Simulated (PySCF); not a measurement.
Cartesian coordinates in Å; atom numbers follow the order of the lines, from 1:
```xyz
16

S     2.2698    0.7110   -0.4393
C     1.0828   -0.4646    0.3185
C     0.1302    0.2254    1.2873
C    -1.0034    0.7665    0.4062
C    -0.9878   -0.0811   -0.8821
C     0.1544   -1.0917   -0.7145
H     1.3532    1.5085   -0.9777
H     1.7296   -1.1943    0.8067
H    -0.2548   -0.5192    1.9868
H     0.6220    1.0093    1.8615
H    -1.9616    0.6983    0.9187
H    -0.8330    1.8182    0.1731
H    -1.9373   -0.5905   -1.0382
H    -0.8102    0.5505   -1.7534
H     0.6651   -1.3047   -1.6525
H    -0.2266   -2.0326   -0.3125
```

Geometry: GFN2-xTB; GIAO shifts from PySCF, gas phase, non-relativistic, averaged over equivalent atoms.

At CAM-B3LYP/pcSseg-1 (159 basis functions, 24 s wall time on 1 thread of an Arm Neoverse V1, shared host):
```csv
atoms,δ (ppm)
C2,47.9
C3/C6,40.5
C4/C5,22.9
H8,2.85
H9/H16,1.91
H10/H15,1.91
H12/H14,1.90
H7,1.85
H11/H13,1.77
```

References, each an isolated molecule treated in the same way: $^{13}$C (σ = 185.10 ppm), $^{1}$H (σ = 31.78 ppm) vs TMS.

Problem. What do these become at B97-D/pcSseg-1?

Solution. 
```
  atoms  δ at B97-D/pcSseg-1  change
     C2                 51.3    +3.4
  C3/C6                 41.8    +1.3
  C4/C5                 24.7    +1.8
     H8                 3.09   +0.24
 H9/H16                 2.08   +0.17
H10/H15                 2.02   +0.11
H12/H14                 2.04   +0.14
     H7                 1.89   +0.04
H11/H13                 1.83   +0.06
```

Scale: $^{13}$C (181.77 ppm) and $^{1}$H (31.85 ppm) vs TMS (reference shieldings calculated alike).

The largest change is at C2 (sp3 CH bonded to S). Cost: 159 basis functions, 27 s wall time on 1 thread of an Arm Neoverse V2, shared host. The order of the carbon signals is the same at both levels.
